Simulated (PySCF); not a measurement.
Input of a response calculation (the driver script's job line, then coordinates in Å):

```
{"job": {"kind": "uv", "xc": "CAM-B3LYP", "basis": "aug-cc-pVTZ", "ip": false, "dynamic": false}, "charge": 0, "multiplicity": 1}
C     -0.995336    -0.268168     0.371855
C     -0.047822     0.763120    -0.127903
N      1.157768     0.609705    -0.490143
O      1.589174    -0.704455    -0.389192
H     -0.510928    -1.234130     0.491774
H     -1.832318    -0.375643    -0.324571
H     -1.418029     0.045519     1.330035
H     -0.388383     1.792161    -0.212534
H      2.501017    -0.646767    -0.685379
```

Its output, with some lines taken out ([cut]):

```
coarse grid: 7424 points
cycle   1  E = -209.0733652763  dE =  4.507e-01  |g| = 5.462e-01  |ddm| = 6.126e+00
cycle   2  E = -209.0450228494  dE =  2.834e-02  |g| = 7.088e-01  |ddm| = 1.489e+00
cycle   3  E = -209.1283941614  dE = -8.337e-02  |g| = 7.994e-02  |ddm| = 8.099e-01
cycle   4  E = -209.1295183711  dE = -1.124e-03  |g| = 1.945e-02  |ddm| = 1.320e-01
cycle   5  E = -209.1296046742  dE = -8.630e-05  |g| = 6.425e-03  |ddm| = 4.296e-02
cycle   6  E = -209.1296153815  dE = -1.071e-05  |g| = 1.676e-03  |ddm| = 1.284e-02
cycle   7  E = -209.1296158569  dE = -4.754e-07  |g| = 1.012e-03  |ddm| = 3.523e-03
final grid: 71480 points
cycle   8  E = -209.1252143324  dE = -4.257e-05  |g| = 3.964e-03  |ddm| = 1.841e-01
cycle   9  E = -209.1252142584  dE =  7.402e-08  |g| = 4.125e-03  |ddm| = 1.604e-02
cycle  10  E = -209.1252174712  dE = -3.213e-06  |g| = 7.182e-04  |ddm| = 5.854e-03
cycle  11  E = -209.1252175700  dE = -9.881e-08  |g| = 2.792e-04  |ddm| = 1.417e-03
cycle  12  E = -209.1252175876  dE = -1.765e-08  |g| = 3.354e-05  |ddm| = 4.908e-04
cycle  13  E = -209.1252175879  dE = -2.546e-10  |g| = 2.032e-05  |ddm| = 7.884e-05
converged SCF energy = -209.1252175879

[cut]

Singlet excitations
state   eV       nm        f      main configurations
  1   6.1528    201.5   0.00196   H-1->L+4 0.94
[cut]
  3   6.8829    180.1   0.03990   H-1->L 0.70, H-1->L+1 0.16
  4   7.0512    175.8   0.20168   H->L+4 0.86
  5   7.1118    174.3   0.00745   H->L+1 0.69, H->L 0.14
[cut]
  7   7.6560    161.9   0.02225   H->L+3 0.44, H-1->L+1 0.29
[cut]
[cut]
 10   8.1416    152.3   0.00518   H->L+6 0.62

Triplet excitations (Tamm-Dancoff, eV): 4.4165 5.2321 6.1548 6.6191
```

Computed, not measured: PySCF, TDDFT CAM-B3LYP/aug-cc-pVTZ, vertical, gas phase, core orbitals frozen in the response. The structure is a single PBE0-D3(BJ)/def2-TZVP conformer in the gas phase; no vibrational or solvent corrections.

Q: What stood in the cut lines?

A: 
```
Static polarisability (au): isotropic 40.639, principal 30.422 38.355 53.140
  2   6.3294    195.9   0.00227   H->L 0.73, H->L+1 0.14, H->L+9 0.08
  6   7.3974    167.6   0.01276   H->L+2 0.81
  8   7.7029    161.0   0.00565   H->L+3 0.42, H-1->L+1 0.34
  9   7.9190    156.6   0.01073   H-1->L+2 0.70
```

Q: What is the gap between the lowest singlet and the lowest triplet?

A: 6.1528 − 4.4165 = 1.7363 eV (full response against Tamm–Dancoff).

Q: What share of the summed oscillator strength falls to the strongest level in this window?

A: State 4 at 176 nm: 0.2017 of 0.3098, or 65%.

Q: What transition dipole goes with state 4?

A: |μ|² = 3f / (2ΔE) = 3 × 0.2017 / (2 × 0.2591) ≈ 1.167 au, so |μ| = 2.75 D.

Q: Which species is it?

A: acetaldoxime, `C/C=N\O` (C2H5NO).

The SCF starts on a coarse grid; the energy jumps when the final grid takes over, and dE counts afresh there. H and L stand for HOMO and LUMO.

Shape of the structure used: `[CH3:1]/[CH:2]=[N:3]\[OH:4]`: H–O4–N3–C2 -179°.
